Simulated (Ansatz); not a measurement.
**CH (charge +1): ladder of basis sets in Python**

Wanted for CH (charge +1): a ladder of basis sets.

Computed with the Python package of Ansatz 0.2.0. The levels of theory stand in the script.

### Step 1. The structure

Bond lengths: H1–C2 1.130 Å.

The script holds or builds the structure itself.

### Step 2. The code

basis_ch.py reads:

```python
# -*- coding: utf-8 -*-
"""How the energy of CH(+) converges with the basis."""

import warnings

import ansatz as az

warnings.simplefilter("ignore", az.DeckWarning)

geometry_ang = [
    ("H", [0.0, 0.0, 0.0]),
    ("C", [0.0, 0.0, 1.13]),
]
mol = az.Crystal.molecule()
for symbol, xyz in geometry_ang:
    mol = mol.atom(symbol, xyz)

model = mol.calculation().functional("PBE0").charge(1)

energies = {}
for basis in ["cc-pVDZ", "cc-pVTZ", "cc-pVQZ"]:
    report = model.basis(gaussian=basis).run(threads=1, backend="cpu").report
    size = report["n_frozen"] + report["n_occupied"][0] + report["n_virtual"][0]
    energies[basis] = (report["reference_energy_ev"] / 27.211386246, report["free_energy_ev"] / 27.211386246)
    print(f"{basis:14s} {size:4d} orbitals  reference {energies[basis][0]:14.6f} Ha  total {energies[basis][1]:14.6f} Ha")

last = energies["cc-pVQZ"][1]
for basis, (_, total) in energies.items():
    print(f"{basis:14s} lies {27.211386 * (total - last):9.4f} eV above cc-pVQZ")
```

### Step 3. The input behind the calls

The package turns the script's settings into the engine's input (first run):

```yaml
crystal:
  periodic: [false, false, false]
  atoms:
    - { symbol: H, position_ang: [0.0, 0.0, 0.0] }
    - { symbol: C, position_ang: [0.0, 0.0, 1.13] }
basis:
  gaussian:
    orbitals: cc-pVDZ
hamiltonian:
  xc: pbe0
total_charge: 1.0
```

### Step 4. The run

Started as:

```console
python basis_ch.py
```

**Question.** How far does the total energy move along this ladder of basis sets?

**Answer**, as computed:

```
                           quantity              value
                      runs compared                  3
change of the total from set to set  -0.196, -0.059 eV
```

Against cc-pVDZ: cc-pVTZ -7.2 mHa and cc-pVQZ -9.4 mHa. The last step alone is -2.15 mHa. The drop along the ladder measures the basis error, and is no property of the molecule. The geometry is a force-field or estimated start, not a minimum of this method, and the last set is no limit. Much of the fall in a total is atomic energy, which cancels in bond and reaction energies.
